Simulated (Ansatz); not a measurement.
Cost and result for the atomization energy of ClH2MgN, SMILES `[NH2][Mg][Cl]` (5 atoms, 4 bonds).

```json
{"atom": "N1", "x (Å)": "0.361", "y (Å)": "-0.286", "z (Å)": "-0.828"}
{"atom": "Mg2", "x (Å)": "-0.353", "y (Å)": "0.278", "z (Å)": "0.811"}
{"atom": "Cl3", "x (Å)": "-1.185", "y (Å)": "0.937", "z (Å)": "2.719"}
{"atom": "H4", "x (Å)": "1.165", "y (Å)": "-0.881", "z (Å)": "-0.957"}
{"atom": "H5", "x (Å)": "0.012", "y (Å)": "-0.047", "z (Å)": "-1.744"}
```

Total charge 0; spin multiplicity 1. Correlated methods include outer-core shells of Mg, which these sets cover unevenly. The geometry is a stationary point of PBE0-D4/def2-TZVP. It is one conformer, not always the lowest. Program: Ansatz. Hardware: A = 2 threads of an AMD EPYC 7R13 on a shared host; B = 2 threads of an AMD EPYC 7R13 on a shared host and a share of an NVIDIA H100 80 GB. Times are those of one run each, without the atoms' runs, and a repeat can differ threefold. Electronic energies, without spin–orbit coupling; frozen cores. CCSD(T)/CBS adds CCSD(T) − MP2 in def2-TZVPP to the MP2 limit, and its time is that of the two runs behind it. T1 = 0.008. With those shells the extrapolation isn't a true limit. B3LYP takes the VWN-RPA correlation (the form of Gaussian; ORCA's B3LYP/G).

CCSD(T)/CBS is a level of theory with its own doubt, some kJ/mol a heavy atom from the limit and from the frozen cores, so smaller differences don't rank the functionals.

```json
{"level": "PBE-D4/def2-TZVPP (with forces) [A]", "functions": "133", "wall time": "1.2 s"}
{"level": "PBE0-D4/def2-TZVPP [A]", "functions": "133", "wall time": "1.2 s"}
{"level": "B3LYP-D4/def2-TZVPP (with forces) [A]", "functions": "133", "wall time": "1.4 s"}
{"level": "B2PLYP/def2-TZVPP [A]", "functions": "133", "wall time": "1.8 s"}
{"level": "r2SCAN-D4/def2-TZVPP (with forces) [A]", "functions": "133", "wall time": "2.1 s"}
{"level": "ωB97X-V/def2-TZVPP [A]", "functions": "133", "wall time": "3.1 s"}
{"level": "ωB97M-V/def2-TZVPP (with forces) [A]", "functions": "133", "wall time": "4.2 s"}
{"level": "CCSD(T)/def2-QZVPP [B]", "functions": "250", "wall time": "10 s"}
{"level": "CCSD(T)/def2-TZVPP [A]", "functions": "133", "wall time": "11 s"}
{"level": "CCSD(T)/CBS(def2)", "functions": "–", "wall time": "21 s"}
```

**Question.** What atomization energy does each give, and how far from CCSD(T)/CBS? (Estimate.)

**Answer.** Ansatz gave: 
| level | atomization (kcal/mol) | difference from CCSD(T)/CBS | per bond |
| --- | --- | --- | --- |
| PBE-D4/def2-TZVPP (with forces) [A] | 348.7 | 0.4 | 0.1 |
| PBE0-D4/def2-TZVPP [A] | 341.2 | -7.1 | -1.8 |
| B3LYP-D4/def2-TZVPP (with forces) [A] | 342.8 | -5.5 | -1.4 |
| B2PLYP/def2-TZVPP [A] | 339.8 | -8.5 | -2.1 |
| r2SCAN-D4/def2-TZVPP (with forces) [A] | 346.3 | -2.0 | -0.5 |
| ωB97X-V/def2-TZVPP [A] | 346.9 | -1.4 | -0.4 |
| ωB97M-V/def2-TZVPP (with forces) [A] | 343.9 | -4.4 | -1.1 |
| CCSD(T)/def2-QZVPP [B] | 342.1 | -6.2 | -1.5 |
| CCSD(T)/def2-TZVPP [A] | 330.8 | -17.5 | -4.4 |
| CCSD(T)/CBS(def2) | 348.3 | 0.0 | 0.0 |

From PBE to PBE0 (25 % exact exchange), in def2-TZVPP and without D4, the atomization energy moves by −7.3 kcal/mol: exact exchange takes away binding that semilocal exchange gives to molecules. The D4 term adds +2.3 kcal/mol with B3LYP and +1.2 kcal/mol with PBE0; it sums over pairs of atoms, weighted by their polarisabilities, and B3LYP, whose exchange is more repulsive, gets the larger term. In def2-TZVPP, CCSD(T) changes the Hartree–Fock value by +95.0 kcal/mol (the triples alone add +5.6 kcal/mol) and MP2 by +104.8 kcal/mol; breaking electron pairs costs correlation energy, which Hartree–Fock lacks.
